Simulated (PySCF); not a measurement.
One of the candidates below gave these computed data.

All candidates are C5H9N.

- NMR, other nuclei: isotropic shieldings of nuclei other than C and H, by class: -71 (1 N) ppm [GIAO PBE0/pcSseg-1]
- Polarisability: 63.6 au [CAM-B3LYP/def2-SVPD]
- 13C NMR: chemical shifts (computed TMS as zero) by class: 191.3 (1 C), 39.0 (1 C), 38.9 (1 C), 28.9 (1 C), 28.8 (1 C) ppm [GIAO PBE0/pcSseg-1]
- Rotational structure: rotational constants A, B, C: 6.680, 3.369, 2.423 GHz [GFN2-xTB]
- UV, strongest line: among the 8 lowest singlet transitions: S4 at 7.76 eV (160 nm, f = 0.205) [TDDFT CAM-B3LYP/def2-SVPD]
- 1H NMR: chemical shifts (computed TMS as zero) by class: 10.43 (1 H), 2.41 (2 H), 2.09 (2 H), 1.80 (2 H), 1.78 (2 H) ppm [GIAO PBE0/pcSseg-1]

The electronic properties come from PySCF, for the isolated species, density fitting. Levels stand in brackets. One conformer (not necessarily the lowest) at the GFN2-xTB geometry, without solvent, vibrations or thermal averaging. Each NMR value is the plain mean over a class of atoms that symmetry, rotation or inversion makes alike.

Question: Which candidate is it?
A. `C=N/C=C/CC`
B. `N=C1CCCC1`
C. `C=CN1CCC1`

Answer: B. It is `N=C1CCCC1`. Numbering: `[NH:1]=[C:2]1[CH2:3][CH2:4][CH2:5][CH2:6]1`. Its formula, C5H9N, gives 2 degrees of unsaturation: 1 ring and 1 π bond in the structure found. 5 carbons fall into 5 classes; from least to most shielded: imine carbon [C2] (191.3 ppm), ring CH2 carbon [C3] (39.0 ppm), ring CH2 carbon [C6] (38.9 ppm), ring CH2 carbon [C5] (28.9 ppm), ring CH2 carbon [C4] (28.8 ppm). Hydrogen classes from least to most shielded: 1 H on an imine nitrogen, N1 (10.43 ppm), 2 H on a ring CH2 carbon, C6 (2.41 ppm), 2 H on a ring CH2 carbon, C3 (2.09 ppm), 2 H on a ring CH2 carbon, C5 (1.80 ppm), 2 H on a ring CH2 carbon, C4 (1.78 ppm). The other shieldings belong to: -71 ppm, imine nitrogen [N1]. By its constants the optimised geometry is an asymmetric top.

The others, at the same levels:
- `C=CN1CCC1` fails: it has 4 carbon classes against 5; its computed 13C shifts are 148.0 (1 C), 83.5 (1 C), 52.3 (2 C), 16.1 (1 C) ppm, 1H shifts are 6.08 (1 H), 3.88 (1 H), 3.73 (4 H), 3.56 (1 H), 2.14 (2 H) ppm and rotational constant A is 9.303 GHz (against 6.680 GHz).
- `C=N/C=C/CC` fails: its computed 13C shifts are 152.2 (1 C), 151.0 (1 C), 148.3 (1 C), 29.7 (1 C), 17.0 (1 C) ppm, 1H shifts are 7.50 (1 H), 7.06 (1 H), 6.82 (1 H), 6.66 (1 H), 2.27 (2 H), 1.16 (3 H) ppm and rotational constant A is 16.613 GHz (against 6.680 GHz).

Each candidate is one conformer, not necessarily the lowest. The conformers computed, where there is a choice (atom-mapped SMILES and torsion angles):
- `[CH2:1]=[CH:2][N:3]1[CH2:4][CH2:5][CH2:6]1`: C1–C2–N3–C4 24°
- `[CH2:1]=[N:2]/[CH:3]=[CH:4]/[CH2:5][CH3:6]`: C1–N2–C3–C4 -179°, C3–C4–C5–C6 122°

The conformers of `N=C1CCCC1` aren't listed.
